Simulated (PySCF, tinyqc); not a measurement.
Inside a calculation (part 2 of 2). Method: RKS/BP86 in the sto-6g basis, for OH-, spin multiplicity 1. The basis has no diffuse functions, so it cannot describe the extra electron: this is an exercise in the method, not the real anion. The lowest restricted solution is unstable here: a spin-polarised one lies 0.0001 hartree lower (PySCF). Computed by tinyqc, a small Python program that keeps every step (integrals from PySCF). Command: `OMP_NUM_THREADS=1 python tinyqc.py 26265 26266 out.jsonl` (the two numbers bound the seeds that draw the settings). One thread of a shared host (Intel(R) Xeon(R) Processor @ 2.60GHz), about 0.8 s of CPU time with the checks.

Geometry (angstrom):
```
atom        x        y        z
O     0.00000  0.00000  0.00000
H     0.00000  0.00000  1.48600
```

## Convergence

Stop when the energy changes by less than 1e-09 hartree and every element of the error matrix X^T (F D S - S D F) X is below 9e-06.

Course of the cycle:
```
iteration  E (hartree)     change  largest element of the error matrix
1          -74.2859077          -                             5.13e-01
2          -75.0251251  -7.39e-01                             2.53e-01
3          -75.0992033  -7.41e-02                             1.19e-01
4          -75.1086786  -9.48e-03                             9.24e-02
5          -75.1124175  -3.74e-03                             7.36e-02
6          -75.1160691  -3.65e-03                             4.84e-02
7          -75.1172058  -1.14e-03                             3.60e-02
8          -75.1178414  -6.36e-04                             2.70e-02
9          -75.1182156  -3.74e-04                             2.02e-02
10         -75.1184171  -2.01e-04                             1.53e-02
11         -75.1185415  -1.24e-04                             1.15e-02
12         -75.1186072  -6.56e-05                             8.71e-03
13         -75.1186457  -3.85e-05                             6.64e-03
14         -75.1186682  -2.26e-05                             5.08e-03
...                ...        ...                                  ...
26         -75.1187007  -4.25e-08                             2.17e-04
27         -75.1187007  -2.53e-08                             1.67e-04
28         -75.1187008  -1.50e-08                             1.29e-04
29         -75.1187008  -8.95e-09                             9.93e-05
30         -75.1187008  -5.32e-09                             7.65e-05
31         -75.1187008  -3.17e-09                             5.90e-05
32         -75.1187008  -1.88e-09                             4.55e-05
33         -75.1187008  -1.12e-09                             3.51e-05
34         -75.1187008  -6.67e-10                             2.71e-05
35         -75.1187008  -3.97e-10                             2.09e-05
36         -75.1187008  -2.36e-10                             1.61e-05
37         -75.1187008  -1.41e-10                             1.24e-05
38         -75.1187008  -8.36e-11                             9.57e-06
39         -75.1187008  -4.98e-11                             7.39e-06
```

PySCF RKS in the same basis, fine grid = -75.1052111 hartree

Converged in 39 iterations. The coarse grid moves the energy by -1.35e-02 hartree.

## Populations, bond orders and dipole

D after iteration 39, lower triangle:
```
           1O 1s     1O 2s   1O 2px   1O 2py   1O 2pz    2H 1s
1O 1s    2.11267
1O 2s   -0.48982   2.13741
1O 2px   0.00000   0.00000  2.00000
1O 2py   0.00000   0.00000  0.00000  2.00000
1O 2pz   0.05045  -0.25527  0.00000  0.00000  0.48114
2H 1s    0.02351  -0.20459  0.00000  0.00000  0.77414  1.26685
```

overlap S, lower triangle:
```
          1O 1s    1O 2s   1O 2px   1O 2py   1O 2pz    2H 1s
1O 1s   1.00000
1O 2s   0.23114  1.00000
1O 2px  0.00000  0.00000  1.00000
1O 2py  0.00000  0.00000  0.00000  1.00000
1O 2pz  0.00000  0.00000  0.00000  0.00000  1.00000
2H 1s   0.01633  0.20695  0.00000  0.00000  0.20170  1.00000
```

Mulliken: Z minus the diagonal of D S on the atom; Loewdin: the same with S^(1/2) D S^(1/2); Mayer order: 2 sum_s sum (D(s) S)_ij (D(s) S)_ji over the two atoms.

Charges (e):
```
atom  Mulliken   Loewdin
1O    -0.61897  -0.62359
2H    -0.38103  -0.37641
```

Mayer bond orders:
```
pair    order
2-1   0.85481
```

dipole moment about the origin, x y z (debye): 0.00000  0.00000  -2.26670
